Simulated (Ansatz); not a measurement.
Harmonic frequencies (cm⁻¹) at PBE0-D4/def2-TZVP from Ansatz: 204, 385, 554, 659, 706, 746, 812, 910, 1016, 1041, 1066, 1130, 1146, 1235, 1331, 1405, 1417, 1536, 1786, 3037, 3100, 3202, 3299, 3605.

Problem. Which molecule is it?
A. `C=C1NCO1`
B. `COC#CN`
C. `CC1=C(O)N1`
D. `N/C=C/C=O`

Solution. A.
